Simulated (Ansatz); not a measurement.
## Ansatz (development build ahead of 0.2.0) run

```yaml
crystal:
  periodic: [false, false, false]
  atoms:
    - { symbol: O, position_ang: [0.00671, 0.04861, -0.58749] }
    - { symbol: C, position_ang: [0.02801, 1.18489, 0.15425] }
    - { symbol: C, position_ang: [0.04667, -1.14881, 0.20126] }
    - { symbol: H, position_ang: [-0.03809, 2.00363, -0.46916] }
    - { symbol: H, position_ang: [-0.90929, 1.25956, 0.79973] }
    - { symbol: H, position_ang: [0.89993, 1.22215, 0.79098] }
    - { symbol: H, position_ang: [0.0299, -2.02629, -0.45647] }
    - { symbol: H, position_ang: [0.94395, -1.23675, 0.82912] }
    - { symbol: H, position_ang: [-0.88061, -1.23326, 0.88741] }
basis:
  gaussian: { orbitals: def2-TZVP }
hamiltonian:
  xc: hf
correlation:
  method: mp2
  frozen_orbitals: { C: 1, H: 0, O: 1 }
```

The input is written out in the form of the current development build from the run's settings.

Output:

| Property | Result |
| --- | --- |
| Converged | yes |
| Reference energy | -154.12089 hartree |
| Correlation energy | -0.57984 hartree |
| Total energy | -154.70073 hartree |
| Spin squared of the determinant | 0.000 |
